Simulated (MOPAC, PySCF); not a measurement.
CH6Si, SMILES `C[SiH3]`, neutral singlet in the gas phase. 

Cartesian coordinates (Å):
```xyz
8

C     -0.9833    -0.0775     0.0115
Si     0.8818     0.0695    -0.0103
H     -1.3990     0.0852    -0.9854
H     -1.4247     0.6600     0.6855
H     -1.2924    -1.0696     0.3480
H      1.4777    -0.9363    -0.9290
H      1.4426    -0.1527     1.3487
H      1.2973     1.4214    -0.4690
```
Charge 0, spin multiplicity 1.

All levels are single points at this geometry (r2SCAN-D4/def2-TZVP); Pople sets use spherical d functions. Orbital energies aren't observables, and empty levels follow the basis.

HF/STO-3G in PySCF gives dipole (D) = 0.18.

Q: Estimate the dipole (D) from each of these levels: PBE-D3(BJ)/def2-TZVP in PySCF; r2SCAN-D4/def2-TZVP in PySCF; B3LYP/6-311+G** in PySCF; B3LYP/6-31G* in PySCF; BP86/6-31G* in PySCF; SVWN5/6-31G* in PySCF; HF/3-21G in PySCF; PM6 in MOPAC.

A: 
```json
[
 {"level": "PBE-D3(BJ)/def2-TZVP in PySCF", "dipole (D)": "0.86"},
 {"level": "r2SCAN-D4/def2-TZVP in PySCF", "dipole (D)": "0.86"},
 {"level": "B3LYP/6-311+G** in PySCF", "dipole (D)": "0.74"},
 {"level": "B3LYP/6-31G* in PySCF", "dipole (D)": "0.83"},
 {"level": "BP86/6-31G* in PySCF", "dipole (D)": "0.89"},
 {"level": "SVWN5/6-31G* in PySCF", "dipole (D)": "0.91"},
 {"level": "HF/3-21G in PySCF", "dipole (D)": "0.70"},
 {"level": "PM6 in MOPAC", "dipole (D)": "0.60"}
]
```
